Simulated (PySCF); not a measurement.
# Solvent effects on NMR parameters

Numbering as in the mapped SMILES `[CH2:1]1[CH2:2][C@H:3]2[CH2:4][C@@H:5]1[CH2:6]2`. Hydrogens are named by the atom that carries them. Ha(C4), Ha(C6) are cis to C1 on the ring; Hb(C4), Hb(C6) are trans to C1 on the ring.

GIAO PBE0/pcSseg-1 in PySCF on one PBE0-D3(BJ)/def2-SVP conformer, non-relativistic, equivalent nuclei averaged. Solvents enter as an IEF-PCM continuum (cyclohexane with ε = 2.0, water with ε = 78.4) around the gas-phase geometry. Shifts are referred to TMS computed in the same medium.

Gas phase, δ in ppm: C3/C5 41.0, C4/C6 40.9, C1/C2 28.9, H(C3)/H(C5) 2.31, H(C1)/H(C2) 1.54, Hb(C4)/Hb(C6) 1.47, Ha(C4)/Ha(C6) 0.82. Dipole moment 0.05 D.

Task: How does each δ change in the continuum?

Result: 
```csv
atoms,environment,"Δδ, cyclohexane","Δδ, water"
C3/C5,sp3 CH in a ring,+0.3,+0.8
C4/C6,sp3 CH2 in a ring,+0.1,+0.3
C1/C2,sp3 CH2 in a ring,+0.2,+0.6
H(C3)/H(C5),hydrogen on an sp3 CH in a ring,+0.01,+0.02
H(C1)/H(C2),hydrogen on an sp3 CH2 in a ring,+0.01,+0.01
Hb(C4)/Hb(C6),hydrogen on an sp3 CH2 in a ring,+0.01,+0.04
Ha(C4)/Ha(C6),hydrogen on an sp3 CH2 in a ring,0.00,0.00
```

Changes are relative to the gas phase.

Task: Which of the listed nuclei move most (in ppm), and what does the model miss?

Result: C3/C5 (sp3 CH in a ring, +0.8 ppm) in water. A continuum only polarises the solute; specific hydrogen bonds, the anisotropy of aromatic solvents and changes of geometry or conformer are outside it.
